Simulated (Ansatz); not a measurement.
in.yaml

```yaml
crystal:
  periodic: [false, false, false]
  atoms:
    - {symbol: C, position_ang: [0.000000, -0.177404, 1.123366]}
    - {symbol: P, position_ang: [0.000000, 0.098678, -0.472892]}
    - {symbol: H, position_ang: [0.000000, 0.343946, 2.069789]}
    - {symbol: H, position_ang: [0.000000, -1.262340, -0.924064]}
basis:
  gaussian: {orbitals: cc-pVDZ}
total_charge: 1
correlation: {method: fic_mrcisd_q, electrons: outside_noble_gas, active_space: {window: {electrons: 10, orbitals: 10}, shells: [{species: C, l: s, shell: 2}, {species: C, l: p, shell: 2}, {species: H, l: s, shell: 1}, {species: P, l: s, shell: 3}, {species: P, l: p, shell: 3}]}}
```

```sh
$ ansatz run in.yaml --threads 1 --pin off --events-out ev --progress --plain --max-ram 2393MiB
```

The program prints:

```
784 factors; integrals over basis functions are off by at most 1.9e-7 eV
mean field evaluation 1: about -10319.9850 eV, gradient 2.6e1 eV
mean field evaluation 2: about -10319.9902 eV, gradient 2.6e1 eV
mean field evaluation 4: about -10322.3432 eV, gradient 3.0e0 eV
mean field evaluation 8: about -10322.5161 eV, gradient 1.1e-1 eV
mean field evaluation 16: about -10320.5012 eV, gradient 1.1e1 eV
mean field -10322.51614460 eV, -379.3454714611 hartree, gradient 1.7e-6 eV, S^2 0.000000; 1 other end points of the search recorded, 0 dependent functions left out; unrestricted orbitals would lower it
reference -10322.51614460 eV, -379.3454714611 hartree; 11, 11 occupied and 31, 31 virtual orbitals, 784 factors
state -10326.59484436 eV, -379.4953609128 hartree
contracted CI cycle   1: correlation 0.00000000 eV, 0.0000000000 hartree, residual 1.54e1 eV
contracted CI cycle   2: correlation -3.37945222 eV, -0.1241925782 hartree, residual 3.06e0 eV
contracted CI cycle   3: correlation -3.50039268 eV, -0.1286370582 hartree, residual 5.77e-1 eV
contracted CI cycle   4: correlation -3.50459860 eV, -0.1287916230 hartree, residual 1.32e-1 eV
contracted CI cycle   5: correlation -3.50480867 eV, -0.1287993429 hartree, residual 3.30e-2 eV
contracted CI cycle   6: correlation -3.50482230 eV, -0.1287998437 hartree, residual 7.78e-3 eV
contracted CI cycle   7: correlation -3.50482305 eV, -0.1287998714 hartree, residual 1.77e-3 eV
contracted CI cycle   8: correlation -3.50482309 eV, -0.1287998729 hartree, residual 3.93e-4 eV
state -10326.59484436 eV, -379.4953609128 hartree; corrected -10330.30327705 eV, -379.6316433006 hartree
Total energy: -10330.30327705 eV, -379.6316433006 hartree
Checks for a lower state left out: starts, orbital_swaps
```

Natural occupations: 1.9866 1.9775 1.9571 1.8909 1.8790 0.1254 0.1124 0.0263 0.0258 0.0189.

Ran on 1 thread of Arm Neoverse V1, shared host: 9 s wall, 0.55 GiB peak host memory.
